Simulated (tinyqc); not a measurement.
The basis set: RHF and MP2 along a ladder of basis sets, for LiH, spin multiplicity 1. Computed by the program tinyqc with PySCF. 

Geometry (angstrom):
```
atom       x       y       z
Li    0.0000  0.0000  0.0000
H     0.0000  0.0000  1.5410
```

Same geometry throughout; the dipole is taken about the origin.

RHF and frozen-core MP2 in a ladder of bases:
```
basis    functions  E(RHF) (hartree)  E(MP2 corr) (hartree)  HOMO (eV)  LUMO (eV)  dipole (debye)
sto-3g           6         -7.863198              -0.012241    -7.8974     2.1416          4.8451
3-21g           11         -7.928526              -0.012359    -8.2130     0.1209          5.7797
6-31g           11         -7.978249              -0.012227    -8.2631     0.2870          5.8201
6-31g**         19         -7.980240              -0.020390    -8.2472     0.2900          5.7796
cc-pvdz         19         -7.982900              -0.022505    -8.2574     0.0714          5.8275
cc-pvtz         44         -7.986066              -0.027297    -8.2787     0.0256          5.8526
```

From cc-pVDZ to cc-pVTZ the RHF energy falls by 3.2 mhartree and the correlation energy by 4.8. If valence correlation converges as X^-3, (27 E(T) - 8 E(D))/19 gives -0.0293 hartree, a rough estimate from such small X that usually falls short; STO-3G holds about 42 % of it. Beyond STO-3G the LUMO moves by 0.3 eV and the HOMO by 0.1 eV.
